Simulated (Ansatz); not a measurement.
Results of G0W0@PBE in Ansatz (hard PAW, contour deformation) for fluorite SrCl2.

The cell has the measured lattice parameters. Conventional cell: a = 6.9744 Å, b = 6.9744 Å, c = 6.9744 Å, α = 90.00°, β = 90.00°, γ = 90.00°.

The quasiparticle gap at Γ at a fixed k mesh 4×4×4:

| response cutoff | value (eV) |
|---|---|
| 150 eV, 650 empty bands | 7.917 |
| 200 eV, 1001 empty bands | 7.974 |
| 250 eV, 1399 empty bands | 8.006 |
| 300 eV, 1838 empty bands | 8.025 |

Taking the value to converge with the response cutoff E as E^(−3/2), extrapolate from the last two rows.

With y = y∞ + c/w and weights w = 3953 and 5196 for the last two rows, y∞ = (w2 y2 − w1 y1)/(w2 − w1) = (5196 × 8.025 − 3953 × 8.006)/1243 = 8.085 eV, which lies 0.060 beyond the last row. Successive pairs of rows give 8.080, 8.086, 8.085. The limit also hangs on the law assumed, so its last digits aren't firm.

The other settings are not extrapolated, so this is the limit in one setting alone.

At the last cutoff the smallest gap on this mesh is 7.65 eV, with an edge away from Γ.

Spin–orbit coupling is not included.

Ansatz is an electronic-structure program.
